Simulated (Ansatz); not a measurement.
# BSiHO (triplet): the correlation ladder, def2-TZVPP

An exercise on one series of results from a longer session: the logs are not shown, and one member is left open.

Program: Ansatz 0.2.0, Gaussian basis. Level of theory: def2-TZVPP, core rule «outside noble gas», up to 7 orbitals frozen. These are calculated values, not measurements.

Plan: UHF; ROHF; CCSD(T) on UHF.

2 further runs of the same task are left out: 2 set aside as unsound or not needed.

## The geometry

The geometry is a PBE0/def2-TZVP stationary point (not a proven minimum).

4 atoms, charge 0, spin multiplicity 3.

Atoms are counted from 1 here; the program's logs count them from 0.

Bond lengths: B1–Si2 1.959 Å, Si2–O3 1.524 Å, Si2–H4 1.489 Å. Angles: B1–Si2–O3 122.2°, B1–Si2–H4 110.8°, O3–Si2–H4 127.0°.

Set-up of the first run:

in.yaml

```yaml
crystal:
  periodic: [false, false, false]
  atoms:
    - {symbol: B, position_ang: [0.000000, -0.531705, 1.776279]}
    - {symbol: Si, position_ang: [0.000000, 0.368430, 0.036582]}
    - {symbol: O, position_ang: [0.000000, -0.403858, -1.277481]}
    - {symbol: H, position_ang: [0.000000, 1.847527, 0.206498]}
basis:
  gaussian: {orbitals: def2-TZVPP}
magnetization: {spin_polarized: true, initial_magnetization: 2}
hamiltonian: {xc: hf}
output: {orbitals: {seedname: orbitals}}
```

Command:

```console
ansatz run in.yaml --threads 1 --pin off --events-out ev --progress --plain --max-ram 4096MiB --backend cpu
```

Steps of the session up to this table: UHF; ROHF; CCSD(T) on UHF.

One of the session's tables, all rows but one given; the rest of the session is left out.

It belongs to the step «Misses and costs». 

```
  method  from UCCSD(T) (meV)
    ROHF             +11726.7
     UHF             +11660.5
    UMP2                    ?
   UCCSD               +537.3
UCCSD(T)                    0
```

Estimate the missing values for UMP2.

The run gave: from UCCSD(T) (meV): +1068.6. In the column «from UCCSD(T) (meV)» it lies between UCCSD (+537.3) and UHF (+11660.5).

With the free atoms at the same levels and basis (separate runs), the atomisation energy is 10.934 eV at UCCSD(T), 7.861 eV at ROHF.
